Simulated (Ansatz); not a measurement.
Basis-set limit of CH2B, quartet

```yaml
atoms:
  - { symbol: B, position_ang: [0.0000, 0.0000, 0.8265] }
  - { symbol: C, position_ang: [0.0000, 0.0000, -0.5553] }
  - { symbol: H, position_ang: [0.0000, -0.9252, -1.1237] }
  - { symbol: H, position_ang: [0.0000, 0.9252, -1.1237] }
```

Connectivity, by distances: B–CH2.

Ansatz 0.2.0, UHF determinant, valence electrons correlated. Energies in eV.

```tsv
set	X	functions	Hartree–Fock	MP2 correlation	CCSD(T) correlation	time
def2-TZVPPD	3	108	-1729.4089	-5.0677	-5.9292	14 s on 1 × NVIDIA H100 80GB HBM3 with 1 thread of AMD EPYC 7R13 Processor (Zen 3) (shared host)
def2-QZVPPD	4	192	-1729.4853	-5.4213	-6.2355	15 s on 1 × NVIDIA H100 80GB HBM3 with 1 thread of AMD EPYC 7R13 Processor (Zen 3), on a shared host
```

Hartree–Fock is taken to follow E(X) = E∞ + A·exp(−7.88·√X), correlation E(X) = E∞ + B·X^−2.97.

Cautions: another spin lies lower.

Task: Work out the CCSD(T) energy at the limit, and how far the shortcut misses it that extrapolates MP2 and adds CCSD(T) minus MP2 from the smaller set.

Result: Hartree–Fock: E∞ = E4 + 0.1377·(E4 − E3) = -1729.4958. Correlation: E∞ = E4 + 0.7407·(E4 − E3) = -6.4623 for CCSD(T) and -5.6832 for MP2. The limit is -1735.9581 eV, 0.237 eV below def2-QZVPPD. The shortcut gives a correlation energy of -5.6832 + (-0.8614) = -6.5447, 82 meV lower than the direct value.
